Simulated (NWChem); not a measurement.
Correlation energy of ClNa

SMILES: [Na][Cl]
```xyz
2

Na     0.0000     0.0000    -1.4209
Cl     0.0000     0.0000     0.9194
```
Charge 0, spin multiplicity 1.

Everything below was run with NWChem. The geometry was optimised at B3LYP/def2-SVP, a minimum by its harmonic frequencies.

Basis set: cc-pVQZ. Each correlation energy counts from its own Hartree-Fock reference.

The correlated methods keep 6 core orbitals frozen. The structure started from a generated list of species. Coupled-cluster values serve here as a point of comparison, not as the truth.

Problem. One of these methods gave a correlation energy of -235.7 mHa. Which?
A. CCSD
B. MP2
C. CR-CCSD[T]

Solution. B, MP2. The others give -251.6 (CCSD), -260.7 (CR-CCSD[T]).
